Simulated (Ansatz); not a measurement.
The end point of a relaxation of Nb. These are r2SCAN (plane waves to 500 eV, PAW, scalar-relativistic; Ansatz, an electronic-structure program) values and carry that method's errors.

```xyz
1
Lattice="-1.6513 1.6513 1.6513 1.6513 -1.6513 1.6513 1.6513 1.6513 -1.6513" Properties=species:S:1:pos:R:3 pbc="T T T"
Nb     0.0000     0.0000     0.0000
```

Q: Find the space group and the Wyckoff positions (tolerance 0.01 Å).

A: Space group Im-3m (No. 229); a = b = c = 3.3026 Å, α = β = γ = 90.00°

```csv
atom,site,symmetry,x,y,z
Nb,2a,m-3m,0.0000,0.0000,0.0000
```

This is the bcc (W type).

Q: Give the shortest distances between elements (the closest pairs, up to four, under 3.6 Å).

A: Nb–Nb 2.86 Å.

The volume per atom is 18.01 Å³ and the band gap is zero (metallic).

No spin polarisation in the result.

Measured for Nb: a 3.294 Å (static lattice; corrected from measurement; as listed in Daniel Mejia-Rodriguez, S. B. Trickey, Phys. Rev. B (2018)). Computed minus measured — a: r2SCAN +0.3 %. The computed values are for a static lattice.

The run could not lose the symmetry of its start.

It was reached from a disturbed copy of a Fm-3m (No. 225) cell (fcc (Cu type)), against which it lies -0.33 eV/atom.
